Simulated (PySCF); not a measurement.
## How exact exchange moves a shielding

Molecule: `CO[C@@H]1O[C@H]1F`, C3H5FO2.

Mapped SMILES: `[CH3:1][O:2][C@@H:3]1[O:4][C@H:5]1[F:6]`. Each H is labelled by its parent atom.

GIAO shieldings (ppm, equivalent atoms averaged) in PySCF 2.14 on the PBE0-D3(BJ)/def2-SVP geometry, basis pcSseg-2, gas phase, non-relativistic:

| functional | exact exchange (%) | σ(C5) | σ(C3) | σ(C1) | σ(O4) |
| --- | --- | --- | --- | --- | --- |
| BLYP | 0 | 78.2 | 88.1 | 116.2 | 190.9 |
| BP86 | 0 | 83.1 | 93.0 | 120.7 | 196.4 |
| PBE | 0 | 83.2 | 93.1 | 121.0 | 195.9 |
| B3LYP | 20 | 85.3 | 95.1 | 121.6 | 204.6 |
| mPW1PW91 | 25 | 90.8 | 100.7 | 126.5 | 212.1 |
| BHandHLYP | 50 | 95.0 | 104.6 | 128.6 | 223.0 |
| HF | 100 | 110.4 | 119.7 | 139.1 | 252.7 |

Q: Fit each shielding as a line in the percentage of exact exchange.

A: σ(C5) = 81.4 + 0.29 x (rms 1.9 ppm); σ(C3) = 91.3 + 0.28 x (rms 1.9 ppm); σ(C1) = 119.3 + 0.20 x (rms 1.8 ppm); σ(O4) = 194.6 + 0.58 x (rms 2.1 ppm). The functionals also differ in their semilocal parts, which the line can't hold; Hartree–Fock has no correlation at all.

Q: What does the line predict for PBE0 (25 %), and what does the run give?

A: σ(C5): 88.7 predicted, 91.5 computed; σ(C3): 98.3 predicted, 101.4 computed; σ(C1): 124.3 predicted, 127.1 computed; σ(O4): 209.1 predicted, 212.3 computed ppm.
